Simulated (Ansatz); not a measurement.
**AlO (quartet): the correlation ladder, cc-pVDZ**

The task here is to estimate one member of a computed series from the others.

Method: cc-pVDZ, core rule «outside noble gas», up to 6 orbitals frozen; program: Ansatz 0.2.0, Gaussian basis.

The runs, in order: UHF; CCSD(T) on ROHF; CCSD(T) on UHF; BCCD(T) on ROHF; CISD; CCSDT(Q) on ROHF; CCSDT(Q) on UHF; CISDTQ; CCSDTQ on ROHF; CCSDTQ on UHF; Full CI.

10 further runs of the same task are left out: 4 for a known fault of the program, 6 set aside as unsound or not needed.

### The system

The geometry is a PBE0/def2-TZVP stationary point (not a proven minimum) of the parent state, kept for this charge and spin.

2 atoms, charge 0, spin multiplicity 4.

Atoms are counted from 1 here; the program's logs count them from 0.

Bond lengths: Al1–O2 1.620 Å.

Set-up of the first run:

in.yaml

```yaml
crystal:
  periodic: [false, false, false]
  atoms:
    - {symbol: Al, position_ang: [0.000000, 0.000000, 0.000000]}
    - {symbol: O, position_ang: [0.000000, 0.000000, 1.620001]}
basis:
  gaussian: {orbitals: cc-pVDZ}
magnetization: {spin_polarized: true, initial_magnetization: 3}
hamiltonian: {xc: hf}
output: {orbitals: {seedname: orbitals}}
```

Started as:

```bash
ansatz run in.yaml --threads 1 --pin off --events-out ev --progress --plain --max-ram 3072MiB --backend cpu
```

Among the steps run: UHF; CCSD(T) on ROHF; CCSD(T) on UHF; BCCD(T) on ROHF; CISD; CCSDT(Q) on ROHF; CCSDT(Q) on UHF; CISDTQ; CCSDTQ on ROHF; CCSDTQ on UHF; Full CI.

One table of the session follows, with a row left open; its other results are not shown here.

```
   method  from FCI (kcal/mol)
     ROHF              +119.97
      UHF              +117.36
     RMP2               +17.11
     UMP2                    ?
     CISD               +11.11
    RCCSD                +6.99
    UCCSD                +6.94
 RCCSD(T)                +4.40
 UCCSD(T)                +4.41
  BCCD(T)                +4.45
   RCCSDT                +1.21
   UCCSDT                +1.24
   CISDTQ                +1.03
RCCSDT(Q)                -0.09
UCCSDT(Q)                -0.11
  RCCSDTQ                +0.07
  UCCSDTQ                +0.06
      FCI                    0
```

Estimate the missing values for UMP2.

**Answer.** from FCI (kcal/mol): +17.07. In the column «from FCI (kcal/mol)» it lies between CISD (+11.11) and RMP2 (+17.11).

Caveats from the session: The report flags that the cluster equations may have other roots. The program flags RCCSDT(Q), UCCSDT(Q), RCCSDTQ, UCCSDTQ as in doubt, so those rows may rest on another solution; read them beside their warnings. RCCSDT(Q), UCCSDT(Q) fall below full CI: unrestricted runs freeze a spin-polarised core, another one than full CI's, and coupled cluster isn't variational. Levels on UHF freeze UHF's core orbitals, full CI those of ROHF, so the U rows can settle a little off it for that reason alone. Restricted and unrestricted rows rest on different reference determinants; where their highest levels disagree by more than a few hundredths of an eV, they describe different states and don't form one ladder.
